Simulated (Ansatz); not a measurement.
System: trigonal Te. Method: PBE-D4 (PAW; Ansatz, a quantum-chemistry and plane-wave program).

Run with plane-wave cutoff 520 eV, 12×12×6 k mesh (along the axes of the cell as run), Fermi–Dirac smearing 0.01 eV, scalar-relativistic PAW data made under PBE.

Energies at three volumes about the minimum:

| V (Å³/atom) | E − E_lowest (meV/atom) |
|---|---|
| 31.379 | 1.41 |
| 32.019 | 0.00 |
| 32.660 | 1.30 |

Fit a parabola by hand: where is the minimum, and what is the bulk modulus?

Slopes: (0.00 − 1.41)/(32.019 − 31.379) = -2.203 and (1.30 − 0.00)/(32.660 − 32.019) = 2.028 meV/Å³. Curvature E″ = 2 × (2.028 − (-2.203))/(32.660 − 31.379) = 6.606 meV/Å⁶. From the middle of the first interval, the slope vanishes at V0 = 31.6990 − (-2.203)/6.606 = 32.032 Å³/atom. B = V0 E″ = 32.032 × 6.606 meV/Å³ × 0.1602 GPa per meV/Å³ = 33.9 GPa. The full Birch–Murnaghan fit to all volumes gives V0 = 32.014 Å³/atom and B0 = 33.9 GPa.

Shape and atoms are relaxed at each volume.

Measured, for comparison: bulk modulus 19 GPa (temperature not stated, no zero-point or thermal correction; as tabulated in Yi et al. (2018), arXiv:1712.00894). Computed (rounded) less measured: bulk modulus +78 % (against room or unstated temperature, where such soft solids are markedly softer).

Note: the bulk modulus comes from volumes at which shape and atoms were relaxed.
